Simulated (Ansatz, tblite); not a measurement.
**The cluster AlCl3: charged states by level of theory**

Aim: the energy of removing and adding an electron for the cluster AlCl3, by energy differences, and how well orbital energies stand in for it.

Computed with Ansatz 0.2.0, Gaussian basis. Level: as each input shows.

Levels to be run: charge +1 doublet, at the geometry of the singlet (PBE0-D4/def2-TZVP, PBE-D4/def2-TZVP, r2SCAN-D4/def2-TZVP, CCSD(T)/def2-TZVPP); charge -1 doublet, at the geometry of the singlet (PBE0-D4/def2-TZVPD, PBE-D4/def2-TZVPD, r2SCAN-D4/def2-TZVPD); the starting singlet's energies come from earlier runs.

### Step 1. The structure

The geometry is that of the singlet, from an earlier relaxation (B3LYP-D4/def2-TZVP). At that level it is the lowest of the isomers that a small search found.

4 atoms, charge 0, spin multiplicity 1.

Atoms are counted from 1 here; the program's logs count them from 0.

Bond lengths: Al1–Cl2 2.078 Å, Al1–Cl3 2.078 Å, Al1–Cl4 2.078 Å. Angles: Cl2–Al1–Cl3 120.0°, Cl2–Al1–Cl4 120.0°, Cl3–Al1–Cl4 120.0°.

As a file:

```xyz
4

Al    0.0000    0.0000    0.0000
Cl   -1.9322   -0.5987    0.4738
Cl    1.4782   -0.0101    1.4600
Cl    0.4541    0.6088   -1.9338
```

### Step 2. Charge +1 doublet at the fixed geometry, first pass, PBE0-D4/def2-SVP

in.yaml

```yaml
crystal:
  periodic: [false, false, false]
  atoms:
    - {symbol: Al, position_ang: [-0.000015, 0.000007, 0.000022]}
    - {symbol: Cl, position_ang: [-1.932212, -0.598736, 0.473846]}
    - {symbol: Cl, position_ang: [1.478150, -0.010081, 1.459970]}
    - {symbol: Cl, position_ang: [0.454078, 0.608810, -1.933828]}
basis:
  gaussian: {orbitals: def2-SVP}
total_charge: 1
magnetization: {spin_polarized: true, initial_magnetization: 1}
hamiltonian: {xc: pbe0, dispersion: d4}
output: {orbitals: {seedname: orbitals}}
```

Launch:

```console
ansatz run in.yaml --threads 2 --pin off --events-out ev --progress --plain --max-ram 4352MiB
```

The log of the run:

```text
Functional definition: PBE0
  name "PBE0"
  cite "Adamo & Barone, J. Chem. Phys. 110, 6158 (1999) doi:10.1063/1.478522"
  cite "Perdew, Burke & Ernzerhof, Phys. Rev. Lett. 77, 3865 (1996) doi:10.1103/PhysRevLett.77.3865"
  parent pbe
  parameter a = 0.25
  parameter kappa = 0.804
  parameter beta = 0.06672455060314922
  exchange = (1 - a)*pbe_x(kappa = kappa, mu = beta*pi^2/3) + a*exact_x
  correlation = pbe_c(beta = beta)
632 factors; integrals over basis functions are off by at most 7.3e-4 eV
mean field evaluation 1: about -44128.7452 eV, gradient 1.5e1 eV
mean field evaluation 2: about -44129.0531 eV, gradient 1.3e1 eV
mean field evaluation 4: about -44129.8745 eV, gradient 2.3e-1 eV
mean field evaluation 8: about -44129.9683 eV, gradient 2.4e-1 eV
mean field evaluation 16: about -44129.9688 eV, gradient 4.8e-5 eV
mean field -44129.96875813 eV, -1621.7464394940 hartree, gradient 1.5e-5 eV, S^2 0.754992; 4 other end points of the search recorded, 0 dependent functions left out
reference -44129.96878232 eV, -1621.7464403832 hartree; 32, 31 occupied and 40, 41 virtual orbitals, 632 factors
Total energy: -44130.08147163 eV, -1621.7505816387 hartree
```

Wall time 2.7 s (2 threads of Arm Neoverse V2, shared host).

Report: HOMO -15.36 eV, LUMO -13.60 eV (over both spins); ⟨S²⟩ 0.755 (pure: 0.75).

### Step 3. Charge +1 doublet at the fixed geometry, PBE0-D4/def2-TZVP

start.molden holds the orbitals of an earlier run on this state, given as this run's starting guess.

Edit in.yaml of step 2 so:

```diff
@@ -8,3 +8,3 @@
 basis:
-  gaussian: {orbitals: def2-SVP}
+  gaussian: {orbitals: def2-TZVP, initial_orbitals: start.molden}
 total_charge: 1
@@ -12,2 +12,3 @@
 hamiltonian: {xc: pbe0, dispersion: d4}
+scf: {omitted_lower_state_checks: [starts]}
 output: {orbitals: {seedname: orbitals}}
```

The command is unchanged.

The log of the run:

```text
Functional definition: PBE0
  name "PBE0"
  cite "Adamo & Barone, J. Chem. Phys. 110, 6158 (1999) doi:10.1063/1.478522"
  cite "Perdew, Burke & Ernzerhof, Phys. Rev. Lett. 77, 3865 (1996) doi:10.1103/PhysRevLett.77.3865"
  parent pbe
  parameter a = 0.25
  parameter kappa = 0.804
  parameter beta = 0.06672455060314922
  exchange = (1 - a)*pbe_x(kappa = kappa, mu = beta*pi^2/3) + a*exact_x
  correlation = pbe_c(beta = beta)
these checks for a lower state are left out or cut short: starts
1083 factors; their error is unknown
mean field evaluation 1: about -44142.5364 eV, gradient 1.2e2 eV
mean field evaluation 2: about -44145.0557 eV, gradient 3.5e0 eV
mean field evaluation 4: about -44145.2489 eV, gradient 1.0e-1 eV
mean field evaluation 8: about -44145.2489 eV, gradient 1.9e-5 eV
mean field -44145.24891056 eV, -1622.3079747385 hartree, gradient 1.9e-5 eV, S^2 0.756239; 0 other end points of the search recorded, 0 dependent functions left out
reference -44145.24893722 eV, -1622.3079757184 hartree; 32, 31 occupied and 116, 117 virtual orbitals, 1083 factors
Total energy: -44145.36162652 eV, -1622.3121169738 hartree
Checks for a lower state left out: starts
```

Run time: 4.9 s. Hardware: 2 threads of Arm Neoverse V2, shared host.

From the report: HOMO -15.21 eV, LUMO -13.47 eV (over both spins); ⟨S²⟩ 0.756 (pure: 0.75).

### Step 4. Charge +1 doublet at the fixed geometry, PBE-D4/def2-TZVP

Edit in.yaml of step 3 so:

```diff
@@ -11,3 +11,3 @@
 magnetization: {spin_polarized: true, initial_magnetization: 1}
-hamiltonian: {xc: pbe0, dispersion: d4}
+hamiltonian: {xc: pbe, dispersion: d4}
 scf: {omitted_lower_state_checks: [starts]}
```

Same command.

The log of the run:

```text
Functional definition: PBE
  name "PBE"
  cite "Perdew, Burke & Ernzerhof, Phys. Rev. Lett. 77, 3865 (1996) doi:10.1103/PhysRevLett.77.3865"
  parent pbe
  parameter kappa = 0.804
  parameter beta = 0.06672455060314922
  exchange = pbe_x(kappa = kappa, mu = beta*pi^2/3)
  correlation = pbe_c(beta = beta)
these checks for a lower state are left out or cut short: starts
1027 factors; their error is unknown
mean field evaluation 1: about -44142.0434 eV, gradient 1.1e1 eV
mean field evaluation 2: about -44142.1407 eV, gradient 1.6e-1 eV
mean field evaluation 4: about -44142.1351 eV, gradient 5.7e-4 eV
mean field -44142.13513994 eV, -1622.1935457788 hartree, gradient 2.1e-5 eV, S^2 0.751989; 0 other end points of the search recorded, 0 dependent functions left out
reference -44142.13517588 eV, -1622.1935470996 hartree; 32, 31 occupied and 116, 117 virtual orbitals, 1027 factors
Total energy: -44142.26512350 eV, -1622.1983225867 hartree
Checks for a lower state left out: starts
```

Wall time 3 s (2 threads of Arm Neoverse V2, shared host).

Report: HOMO -14.19 eV, LUMO -13.75 eV (over both spins); ⟨S²⟩ 0.752 (pure: 0.75).

### Step 5. Charge +1 doublet at the fixed geometry, r2SCAN-D4/def2-TZVP

Edit in.yaml of step 4 so:

```diff
@@ -11,3 +11,3 @@
 magnetization: {spin_polarized: true, initial_magnetization: 1}
-hamiltonian: {xc: pbe, dispersion: d4}
+hamiltonian: {xc: r2scan, dispersion: d4}
 scf: {omitted_lower_state_checks: [starts]}
```

Same command.

The log of the run:

```text
Functional definition: r2SCAN
  name "r2SCAN"
  cite "Furness, Kaplan, Ning, Perdew & Sun, J. Phys. Chem. Lett. 11, 8208 (2020) doi:10.1021/acs.jpclett.0c02405"
  cite "Furness, Kaplan, Ning, Perdew & Sun, J. Phys. Chem. Lett. 11, 9248 (2020) doi:10.1021/acs.jpclett.0c03077"
  parent r2scan
  parameter k0 = 0.174
  parameter k1 = 0.065
  parameter a1 = 4.9479
  exchange = r2scan_x(k0 = k0, k1 = k1, a1 = a1)
  correlation = r2scan_c
these checks for a lower state are left out or cut short: starts
1027 factors; their error is unknown
mean field evaluation 1: about -44157.8732 eV, gradient 7.7e0 eV
mean field evaluation 2: about -44157.9055 eV, gradient 7.1e-2 eV
mean field evaluation 4: about -44157.8977 eV, gradient 1.5e-4 eV
mean field -44157.89772927 eV, -1622.7728102525 hartree, gradient 1.7e-5 eV, S^2 0.753958; 0 other end points of the search recorded, 0 dependent functions left out
reference -44157.89774045 eV, -1622.7728106634 hartree; 32, 31 occupied and 116, 117 virtual orbitals, 1027 factors
Total energy: -44157.92658102 eV, -1622.7738705348 hartree
Checks for a lower state left out: starts
```

Run time: 9 s. Hardware: 2 threads of Arm Neoverse V2, shared host.

From the report: HOMO -14.57 eV, LUMO -13.95 eV (over both spins); ⟨S²⟩ 0.754 (pure: 0.75).

### Step 6. Charge +1 doublet at the fixed geometry, CCSD(T)/def2-TZVPP

Edit in.yaml of step 5 so:

```diff
@@ -8,7 +8,7 @@
 basis:
-  gaussian: {orbitals: def2-TZVP, initial_orbitals: start.molden}
+  gaussian: {orbitals: def2-TZVPP, initial_orbitals: start.molden}
 total_charge: 1
 magnetization: {spin_polarized: true, initial_magnetization: 1}
-hamiltonian: {xc: r2scan, dispersion: d4}
-scf: {omitted_lower_state_checks: [starts]}
+correlation: {method: ccsd_t}
+scf: {omitted_lower_state_checks: [starts, cluster_reference]}
 output: {orbitals: {seedname: orbitals}}
```

Launched as before.

The log of the run, cut to the lines that bear on the results:

```text
Functional definition: HF
  name "HF"
  cite "Fock, Z. Phys. 61, 126 (1930) doi:10.1007/BF01340294"
  parent pbe
[...]
1006 factors; integrals over basis functions are off by at most 9.5e-4 eV
[...]
mean field -44089.97517859 eV, -1620.2767025546 hartree, gradient 5.2e-6 eV, S^2 0.761319; 0 other end points of the search recorded, 0 dependent functions left out
20 core orbitals not correlated: weight in the atoms' cores, before any rotation towards them, 1.000 or more for the frozen orbitals, at most 0.000 for the correlated occupied ones
reference -44089.97517859 eV, -1620.2767025546 hartree; 12, 11 occupied and 136, 137 virtual orbitals, 1006 factors
second order -16.00795231 eV of doubles, -0.00000000 eV of singles
cycle   1  -17.05256065 eV  change    -1.0e0 eV  update   9.5e-2
[...]
cycle  16  -17.61877230 eV  change    1.3e-5 eV  update   1.0e-5
perturbative correction -0.85802873 eV, -0.0315319741 hartree
Total energy: -44108.45197961 eV, -1620.9557124682 hartree
Checks for a lower state left out: starts, cluster_reference
```

Wall time 2 min (2 threads of Arm Neoverse V2, shared host); peak memory 2.8 GiB.

From the report: Hartree-Fock HOMO -17.42 eV, LUMO -9.78 eV (over both spins); ⟨S²⟩ 0.761 (pure: 0.75); T1 0.063. Doubts: large T1 diagnostic.

### Step 7. Vertical ionisation energy

Charged state less starting state, singlet to doublet; the starting state's energies are those of its earlier runs.

```csv
level,vertical ionisation energy (eV),time
HF/def2-TZVPP†,+11.34,
PBE-D4/def2-TZVP,+10.86,4.5 s
r2SCAN-D4/def2-TZVP,+11.15,13 s
PBE0-D4/def2-TZVP,+11.43,7.1 s
MP2/def2-TZVPP†,+12.40,
CCSD/def2-TZVPP†,+12.10,
CCSD(T)/def2-TZVPP†,+12.02,2.4 min
```

Times add the two runs; a level without a time comes out of a correlated run. † marks a level with a doubtful state (flagged, unstable, out of aufbau order, or strongly spin-contaminated); such levels are left out of the summary. CCSD(T)/def2-TZVPP is no safe reference here (large T1 diagnostic).

Beside −ε(HOMO) of the starting state:

```csv
level,−ε(HOMO) (eV),by difference (eV),mismatch (eV)
PBE-D4/def2-TZVP,7.96,10.86,-2.90
r2SCAN-D4/def2-TZVP,8.34,11.15,-2.81
PBE0-D4/def2-TZVP,9.38,11.43,-2.05
```

### Step 8. Charge -1 doublet at the fixed geometry, first pass, PBE0-D4/def2-SVP

Edit in.yaml of step 6 so:

```diff
@@ -8,7 +8,6 @@
 basis:
-  gaussian: {orbitals: def2-TZVPP, initial_orbitals: start.molden}
-total_charge: 1
+  gaussian: {orbitals: def2-SVP}
+total_charge: -1
 magnetization: {spin_polarized: true, initial_magnetization: 1}
-correlation: {method: ccsd_t}
-scf: {omitted_lower_state_checks: [starts, cluster_reference]}
+hamiltonian: {xc: pbe0, dispersion: d4}
 output: {orbitals: {seedname: orbitals}}
```

The command is unchanged.

The log of the run, cut to the lines that bear on the results:

```text
Functional definition: PBE0
  name "PBE0"
  cite "Adamo & Barone, J. Chem. Phys. 110, 6158 (1999) doi:10.1063/1.478522"
  cite "Perdew, Burke & Ernzerhof, Phys. Rev. Lett. 77, 3865 (1996) doi:10.1103/PhysRevLett.77.3865"
  parent pbe
[...]
632 factors; integrals over basis functions are off by at most 7.3e-4 eV
[...]
mean field -44140.79863364 eV, -1622.1444300782 hartree, gradient 1.1e-5 eV, S^2 0.753798; 3 other end points of the search recorded, 0 dependent functions left out
reference -44140.79866757 eV, -1622.1444313251 hartree; 33, 32 occupied and 39, 40 virtual orbitals, 632 factors
Total energy: -44140.92875729 eV, -1622.1492120343 hartree
```

It took 4.3 s on 2 threads of Arm Neoverse V2, shared host.

Report: HOMO 2.40 eV, LUMO 3.83 eV (over both spins); ⟨S²⟩ 0.754 (pure: 0.75); the next solution that the search met lies 0.096 eV higher. Doubts: highest occupied level lies above zero.

### Step 9. Charge -1 doublet at the fixed geometry, PBE0-D4/def2-TZVPD

Edit in.yaml of step 8 so:

```diff
@@ -8,3 +8,3 @@
 basis:
-  gaussian: {orbitals: def2-SVP}
+  gaussian: {orbitals: def2-TZVPD, initial_orbitals: start.molden}
 total_charge: -1
@@ -12,2 +12,3 @@
 hamiltonian: {xc: pbe0, dispersion: d4}
+scf: {omitted_lower_state_checks: [starts]}
 output: {orbitals: {seedname: orbitals}}
```

Launched as before.

The log of the run:

```text
Functional definition: PBE0
  name "PBE0"
  cite "Adamo & Barone, J. Chem. Phys. 110, 6158 (1999) doi:10.1063/1.478522"
  cite "Perdew, Burke & Ernzerhof, Phys. Rev. Lett. 77, 3865 (1996) doi:10.1103/PhysRevLett.77.3865"
  parent pbe
  parameter a = 0.25
  parameter kappa = 0.804
  parameter beta = 0.06672455060314922
  exchange = (1 - a)*pbe_x(kappa = kappa, mu = beta*pi^2/3) + a*exact_x
  correlation = pbe_c(beta = beta)
these checks for a lower state are left out or cut short: starts
1218 factors; their error is unknown
mean field evaluation 1: about -44152.9191 eV, gradient 1.2e2 eV
mean field evaluation 2: about -44156.1225 eV, gradient 5.5e0 eV
mean field evaluation 4: about -44156.8127 eV, gradient 1.5e-2 eV
mean field evaluation 8: about -44156.9123 eV, gradient 5.2e-5 eV
mean field -44156.91226848 eV, -1622.7365952363 hartree, gradient 1.6e-5 eV, S^2 0.752655; 0 other end points of the search recorded, 0 dependent functions left out
reference -44156.91229903 eV, -1622.7365963591 hartree; 33, 32 occupied and 148, 149 virtual orbitals, 1218 factors
Total energy: -44157.04238875 eV, -1622.7413770683 hartree
Checks for a lower state left out: starts
```

Wall time 8 s (2 threads of Arm Neoverse V2, shared host); peak memory 0.68 GiB.

HOMO 1.13 eV, LUMO 2.74 eV (over both spins); ⟨S²⟩ 0.753 (pure: 0.75). Doubts: highest occupied level lies above zero.

### Step 10. Charge -1 doublet at the fixed geometry, PBE-D4/def2-TZVPD

Edit in.yaml of step 9 so:

```diff
@@ -11,3 +11,3 @@
 magnetization: {spin_polarized: true, initial_magnetization: 1}
-hamiltonian: {xc: pbe0, dispersion: d4}
+hamiltonian: {xc: pbe, dispersion: d4}
 scf: {omitted_lower_state_checks: [starts]}
```

The command is unchanged.

The log of the run:

```text
Functional definition: PBE
  name "PBE"
  cite "Perdew, Burke & Ernzerhof, Phys. Rev. Lett. 77, 3865 (1996) doi:10.1103/PhysRevLett.77.3865"
  parent pbe
  parameter kappa = 0.804
  parameter beta = 0.06672455060314922
  exchange = pbe_x(kappa = kappa, mu = beta*pi^2/3)
  correlation = pbe_c(beta = beta)
these checks for a lower state are left out or cut short: starts
1104 factors; their error is unknown
mean field evaluation 1: about -44153.2780 eV, gradient 1.1e1 eV
mean field evaluation 2: about -44153.3711 eV, gradient 1.6e-1 eV
mean field evaluation 4: about -44153.3627 eV, gradient 2.0e-3 eV
mean field -44153.36266308 eV, -1622.6061496441 hartree, gradient 1.5e-5 eV, S^2 0.752394; 0 other end points of the search recorded, 0 dependent functions left out
reference -44153.36270177 eV, -1622.6061510660 hartree; 33, 32 occupied and 148, 149 virtual orbitals, 1104 factors
Total energy: -44153.51263460 eV, -1622.6116609958 hartree
Checks for a lower state left out: starts
```

Wall time 4.9 s (2 threads of Arm Neoverse V2, shared host).

HOMO 1.54 eV, LUMO 2.12 eV (over both spins); ⟨S²⟩ 0.752 (pure: 0.75). Doubts: highest occupied level lies above zero.

### Step 11. Charge -1 doublet at the fixed geometry, r2SCAN-D4/def2-TZVPD

Edit in.yaml of step 10 so:

```diff
@@ -11,3 +11,3 @@
 magnetization: {spin_polarized: true, initial_magnetization: 1}
-hamiltonian: {xc: pbe, dispersion: d4}
+hamiltonian: {xc: r2scan, dispersion: d4}
 scf: {omitted_lower_state_checks: [starts]}
```

The command is unchanged.

The log of the run:

```text
Functional definition: r2SCAN
  name "r2SCAN"
  cite "Furness, Kaplan, Ning, Perdew & Sun, J. Phys. Chem. Lett. 11, 8208 (2020) doi:10.1021/acs.jpclett.0c02405"
  cite "Furness, Kaplan, Ning, Perdew & Sun, J. Phys. Chem. Lett. 11, 9248 (2020) doi:10.1021/acs.jpclett.0c03077"
  parent r2scan
  parameter k0 = 0.174
  parameter k1 = 0.065
  parameter a1 = 4.9479
  exchange = r2scan_x(k0 = k0, k1 = k1, a1 = a1)
  correlation = r2scan_c
these checks for a lower state are left out or cut short: starts
1104 factors; their error is unknown
mean field evaluation 1: about -44169.1883 eV, gradient 7.7e0 eV
mean field evaluation 2: about -44169.2230 eV, gradient 9.0e-2 eV
mean field evaluation 4: about -44169.2116 eV, gradient 2.0e-3 eV
mean field evaluation 8: about -44169.2116 eV, gradient 2.7e-5 eV
mean field -44169.21156671 eV, -1623.1885861098 hartree, gradient 1.4e-5 eV, S^2 0.754375; 0 other end points of the search recorded, 0 dependent functions left out
reference -44169.21160139 eV, -1623.1885873842 hartree; 33, 32 occupied and 148, 149 virtual orbitals, 1104 factors
Total energy: -44169.24496288 eV, -1623.1898133964 hartree
Checks for a lower state left out: starts
```

Wall time 27 s (2 threads of Arm Neoverse V2, shared host).

From the report: HOMO 1.57 eV, LUMO 2.09 eV (over both spins); ⟨S²⟩ 0.754 (pure: 0.75). Doubts: highest occupied level lies above zero.

### Step 12. Vertical electron affinity

Starting state less charged state (positive: the electron is bound), singlet to doublet; the starting state's energies are those of its earlier runs.

```csv
level,vertical electron affinity (eV),time
PBE-D4/def2-TZVPD,+0.34,7.3 s
r2SCAN-D4/def2-TZVPD,+0.15,32 s
PBE0-D4/def2-TZVPD,+0.21,12 s
```

Times add the two runs; a level without a time comes out of a correlated run.

Beside −ε(LUMO) of the starting state:

```csv
level,−ε(LUMO) (eV),by difference (eV),mismatch (eV)
PBE-D4/def2-TZVPD,2.35,0.34,+2.01
r2SCAN-D4/def2-TZVPD,1.87,0.15,+1.73
PBE0-D4/def2-TZVPD,1.55,0.21,+1.33
```

### Step 13. Outcome

| quantity | value |
| --- | --- |
| vertical ionisation energy, functionals in def2-TZVP | 10.86 (PBE-D4) to 11.43 eV (PBE0-D4) |
| vertical electron affinity, functionals in def2-TZVPD | 0.15 (r2SCAN-D4) to 0.34 eV (PBE-D4) |

The vertical ionisation energy spans 10.86 to 11.43 eV over the functionals. −ε(HOMO) misses the level's own difference by -2.05 eV at best (PBE0-D4) and -2.90 eV at worst (PBE-D4). The vertical electron affinity spans 0.15 to 0.34 eV over the functionals. The anion's highest level lies above zero where self-interaction lifts it, so diffuse functions weigh on these values. −ε(LUMO) misses the level's own difference by +1.33 eV at best (PBE0-D4) and +2.01 eV at worst (PBE-D4).
